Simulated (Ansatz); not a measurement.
## Other spins and charges of PH, triplet at one geometry

Geometry (PBE0/def2-TZVP stationary point for this spin):

```yaml
atoms:
  - { symbol: P, position_ang: [0.0000, 0.0000, 0.0000] }
  - { symbol: H, position_ang: [0.0000, 0.0000, 1.4282] }
```

Basis aug-cc-pVDZ; Ansatz 0.2.0. Only valence electrons are correlated (noble-gas cores frozen). Prefix R: restricted or restricted open-shell reference; prefix U: unrestricted. Active spaces: valence = (6e, 5o) chosen from the atoms' valence shells.

Gaps are energies of the second state less the first, at fixed atoms, for a selection of the levels run; each method lands on the state that its own search finds for that charge and spin.

For open shells CISD is restricted-active-space CI with the open shells as a complete middle space. The determinant of the PH singlet fills πx and πy unequally, so it is a mixture of Σ and Δ, which weighs on every level built on one determinant. The highest occupied Kohn–Sham level of the anion is positive, up to +1.75 eV, so in those functionals the extra electron is held by the basis alone, which enters their differences from the reference.

Removing an electron, to the doublet: 10.015 eV at full CI (triplet A2, doublet ion B1, in C2v).

```tsv
level	gap (eV)	error (meV)
CISD	9.980	-35
RCCSD	9.992	-23
RCCSD(T)	10.012	-3
UCCSDT	10.014	-1
CASSCF (valence space)	9.159	-856
MRCISD+Q (valence space)	10.033	18
r2SCAN	10.449	434
PBE0	10.304	289
B3LYP	10.193	178
wB97M-V	10.009	-6
```

Adding an electron, to the doublet: -0.721 eV at UCCSDT(Q).

```tsv
level	gap (eV)	error (meV)
CISD	-0.542	179
UCCSD	-0.650	71
UCCSDT	-0.715	6
RCCSDT(Q)	-0.721	0
NEVPT2 (valence space)	-0.376	345
PBE	-1.030	-309
r2SCAN	-0.958	-237
PBE0	-0.942	-221
wB97M-V	-1.034	-313
B2PLYP	-0.891	-170
```

PBE gives 6.702 eV for quintet less triplet. Estimate what full CI gives in aug-cc-pVDZ.

Full CI in aug-cc-pVDZ gives 6.762 eV, so against it PBE is off by -0.060 eV, of which a good part can be the reference's own basis and frozen-core error.

| level | gap (eV) | error (meV) |
| --- | --- | --- |
| RHF | 6.109 | -653 |
| UHF | 6.209 | -553 |
| RMP2 | 6.656 | -106 |
| UMP2 | 6.661 | -101 |
| CISD | 6.676 | -86 |
| RCCSD | 6.747 | -15 |
| UCCSD | 6.751 | -11 |
| RCCSD(T) | 6.760 | -2 |
| UCCSD(T) | 6.761 | -1 |
| BCCD(T) | 6.761 | -1 |
| RCCSDT | 6.762 | 0 |
| UCCSDT | 6.762 | 0 |
| RCCSDT(Q) | 6.762 | 0 |
| UCCSDT(Q) | 6.762 | 0 |
| CASSCF (valence space) | 6.662 | -100 |
| NEVPT2 (valence space) | 6.767 | 5 |
| NEVPT4(SD) (valence space) | 6.790 | 28 |
| MRCISD (valence space) | 6.793 | 31 |
| MRCISD+Q (valence space) | 6.796 | 34 |
| r2SCAN | 6.674 | -88 |
| PBE0 | 6.761 | -1 |
| B3LYP | 6.986 | 224 |
| wB97M-V | 6.999 | 237 |
| B2PLYP | 6.936 | 174 |
| RPA-PBE | 6.848 | 86 |

Singlet less triplet: 1.132 eV at full CI (triplet A2, singlet A1, in C2v).

By full CI's occupations no single determinant describes the singlet well.

| level | gap (eV) | error (meV) |
| --- | --- | --- |
| RHF | 1.839 | 707 |
| RMP2 | 1.647 | 515 |
| RCCSD(T) | 1.306 | 174 |
| BCCD(T) | 1.309 | 177 |
| RCCSDT* | 1.143 | 11 |
| RCCSDT(Q)* | 1.126 | -6 |
| CASSCF (valence space) | 1.362 | 230 |
| NEVPT2 (valence space) | 1.237 | 105 |
| MRCISD (valence space) | 1.162 | 30 |
| MRCISD+Q (valence space) | 1.131 | -1 |

An asterisk marks runs whose energy the program itself flagged as in doubt.

Removing an electron, to the quartet: 11.556 eV at full CI (triplet A2, quartet ion A2, in C2v).

```tsv
level	gap (eV)	error (meV)
RHF	10.542	-1014
UHF	10.680	-876
RMP2	11.447	-109
UMP2	11.420	-136
CISD	11.433	-123
RCCSD	11.530	-26
UCCSD	11.533	-23
RCCSD(T)	11.553	-3
UCCSD(T)	11.553	-3
BCCD(T)	11.554	-2
RCCSDT	11.554	-2
UCCSDT	11.554	-2
RCCSDT(Q)	11.556	0
UCCSDT(Q)	11.556	0
CASSCF (valence space)	10.565	-991
NEVPT2 (valence space)	11.371	-185
MRCISD (valence space)	11.511	-45
MRCISD+Q (valence space)	11.603	47
PBE	11.821	265
r2SCAN	11.756	200
PBE0	11.824	268
B3LYP	12.001	445
wB97M-V	11.875	319
B2PLYP	11.775	219
RPA-PBE	11.874	318
```

In so small a basis the reference is far from its limit while semilocal and hybrid functionals are nearer theirs (RPA and double hybrids share part of the reference's basis error), so the functionals' errors here hold much of the reference's basis and frozen-core error, which can add to them or hide them.

The reference is named with each gap: full CI where it ran, else the highest cluster level, uncertain by about the last step of the series. The frozen core follows each run's orbitals, which can shift R against U totals by a few meV.
